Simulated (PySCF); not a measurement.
# CH4SSi (SMILES C[Si]S): levels of theory compared

Aim: a comparison of 6 runs (HF/3-21G, B3LYP/3-21G, B3LYP/6-31G*, PBE0/def2-SVP, wB97X/pcseg-1, CCSD(T)/def2-SVPD) of CH4SSi. 

The calculation is run with PySCF 2.14.0.

## (1) The molecule

The species is CH4SSi (7 atoms), meant as a singlet with charge 0. As SMILES, `C[Si]S`. The coordinates come from a PBE0-D4/def2-TZVP relaxation. This is one conformer, not always the lowest.

Bond lengths: C1–Si2 1.900 Å, Si2–S3 2.131 Å, C1–H4 1.092 Å, C1–H5 1.099 Å, C1–H6 1.093 Å, S3–H7 1.344 Å. Angles: C1–Si2–S3 95.9°, Si2–C1–H4 116.0°, Si2–C1–H5 106.7°, Si2–C1–H6 110.2°, Si2–S3–H7 96.6°, H4–C1–H5 107.8°, H4–C1–H6 109.3°, H5–C1–H6 106.4°.

## (2) Energy and forces at HF/3-21G (run 1)

The input, geometry.xyz:

```xyz
7
CH4SSi
C     -0.832900     0.619900    -0.259300
Si     0.524600     0.221700     1.009400
S      1.327900    -1.447800    -0.043800
H     -1.182900    -0.218500    -0.865200
H     -0.416500     1.374800    -0.940400
H     -1.686600     1.089200     0.237000
H      2.327500    -1.707400     0.816400
```

The input, job.py:

```python
# C[Si]S
from pyscf import gto

molecule = gto.M(
    atom='geometry.xyz',
    max_memory=1860,
    basis='3-21g',
    verbose=4,
    spin=0,
)

mf = molecule.RHF()
mf.conv_tol = 1e-10
mf.kernel()
if not mf.converged:
    mf = mf.newton().run(mf.mo_coeff, mf.mo_occ)

e_final = mf.e_tot
print('Final energy', e_final)
grad = mf.nuc_grad_method().kernel()
dip = mf.dip_moment()
pop, q = mf.mulliken_pop()
```

Started as:

```bash
$ OMP_NUM_THREADS=1 python job.py
```

The log of the run:

```text
PySCF version 2.14.0

[... 63 lines left out ...]
converged SCF energy = -722.936052639844
Final energy -722.9360526398436
[... 13 lines left out ...]
Dipole moment(X, Y, Z, Debye): -0.61612,  1.27426,  0.67527
[... 51 lines left out ...]
charge of    6H =      0.08860
```

It took 1.3 s on 1 thread of Intel Xeon at 2.70GHz, shared host; peak memory 0.12 GiB.

## (3) Energy and gradient at B3LYP/3-21G (run 2)

The input, job.py:

```python
# C[Si]S
from pyscf import gto, dft

system = gto.M(
    atom='''
C       -0.832900       0.619900      -0.259300
Si       0.524600       0.221700       1.009400
S        1.327900      -1.447800      -0.043800
H       -1.182900      -0.218500      -0.865200
H       -0.416500       1.374800      -0.940400
H       -1.686600       1.089200       0.237000
H        2.327500      -1.707400       0.816400
''',
    spin=0,
    max_memory=1860,
    verbose=4,
    basis='3-21g',
)

mf = dft.RKS(system)
mf.xc = 'b3lyp'
mf.conv_tol = 1e-10
mf.grids.level = 5
mf.kernel()
if not mf.converged:
    mf = mf.newton().run(mf.mo_coeff, mf.mo_occ)

e_tot = mf.e_tot
print('Final energy', e_tot)
grad = mf.nuc_grad_method().kernel()
mf.analyze()
```

Started as:

```bash
$ OMP_NUM_THREADS=1 python job.py
```

The log of the run:

```text
PySCF version 2.14.0

[... 93 lines left out ...]
Two-electron Energy =                  406.686468571666921
[... 10 lines left out ...]
MO #7   energy= -5.85047925180141  occ= 2
[... 8 lines left out ...]
MO #16  energy= -0.414200089986067 occ= 2
[... 8 lines left out ...]
MO #25  energy= 0.163361027384811  occ= 0
[... 8 lines left out ...]
MO #34  energy= 0.525463418303632  occ= 0
[... 8 lines left out ...]
MO #43  energy= 1.69873230770294   occ= 0
[... 53 lines left out ...]
Dipole moment(X, Y, Z, Debye): -0.38315,  0.74448,  0.27277
```

Wall time 9.9 s (1 thread of Intel Xeon at 2.70GHz, shared host); peak memory 0.47 GiB.

Runs 3 to 5 aren't shown in full; the table further down has their settings and results.

## (4) The energy at CCSD(T)/def2-SVPD (run 6)

The input, calc.py:

```python
from pyscf import gto, cc

mol = gto.M(
    atom='''
C     -1.573953     1.171441    -0.490006
Si     0.991350     0.418952     1.907490
S      2.509367    -2.735945    -0.082770
H     -2.235357    -0.412905    -1.634991
H     -0.787071     2.597995    -1.777098
H     -3.187212     2.058290     0.447865
H      4.398338    -3.226518     1.542772
''',
    unit='bohr',
    basis='def2-svpd',
    verbose=3,
    spin=0,
    max_memory=1860,
)

mf = mol.RHF()
mf.conv_tol = 1e-10
mf.kernel()
if not mf.converged:
    mf = mf.newton().run(mf.mo_coeff, mf.mo_occ)

mycc = cc.CCSD(mf, frozen=11)
mycc.kernel()
e_t = mycc.ccsd_t()
e_tot = mycc.e_tot + e_t
print('E(%s) = %.9f' % ('CCSD(T)', e_tot))
dip = mf.dip_moment()
pop, q = mf.mulliken_pop()
```

Started as:

```bash
$ OMP_NUM_THREADS=1 python calc.py
```

The log of the run:

```text
converged SCF energy = -726.417843130185
[... 3 lines left out ...]
Dipole moment(X, Y, Z, Debye): -0.43915,  0.47316, -0.03905
[... 111 lines left out ...]
charge of    6H =      0.27812
```

Wall time 26 s (1 thread of Intel Xeon at 2.70GHz, shared host); peak memory 0.62 GiB.

## (5) Overview of the runs

| run | level | integration grid | task | energy (Eh) | dipole moment (D) of the reference | HOMO energy (eV) | LUMO energy (eV) | wall time |
| --- | --- | --- | --- | --- | --- | --- | --- | --- |
| 1 | HF/3-21G | – | gradient | -722.936053 | 1.57 | -8.94 | 0.81 | 1.3 s |
| 2 | B3LYP/3-21G | 5 | gradient | -724.491705 | 0.88 | -6.25 | -2.35 | 9.9 s |
| 3 | B3LYP/6-31G* (spherical functions) | 5 | gradient | -728.186343 | 0.58 | -6.21 | -2.19 | 24 s |
| 4 | PBE0/def2-SVP | 5 | gradient | -727.633677 | 0.30 | -6.41 | -2.00 | 22 s |
| 5 | wB97X/pcseg-1 | 5 | gradient | -728.129248 | 0.67 | -8.78 | -0.17 | 44 s |
| 6 | CCSD(T)/def2-SVPD | – | energy | -726.861496 | 0.65 | -8.85 | 1.08 | 26 s |

## (6) What came out

| quantity | value |
| --- | --- |
| run 6: total energy | -726.86150 Eh |
| run 6: dipole moment (Hartree–Fock density) | 0.65 D |
| run 6: HOMO energy (Hartree–Fock orbitals) | -8.85 eV |
| run 6: LUMO energy (Hartree–Fock orbitals) | 1.08 eV |
| run 6: HOMO–LUMO gap (Hartree–Fock orbitals) | 9.93 eV |
| run 6: correlation energy (11 core orbitals frozen) | -443.7 mEh |
| run 6: (T) correction | -15.88 mEh |
| run 6: T1 diagnostic | 0.015 |

What this shows: Over runs 1, 2, 3, 4, 5 the dipole moment (its size) runs from 0.30 D (PBE0/def2-SVP) to 1.57 D (HF/3-21G). The two ends differ in method and basis. Over runs 1, 2, 3, 4, 5 the HOMO–LUMO gap runs from 3.90 eV (B3LYP/3-21G) to 9.76 eV (HF/3-21G). Exact exchange widens orbital gaps. Totals of different functionals can't be ranked against each other. All runs together took 2.1 min, the longest 44 s.
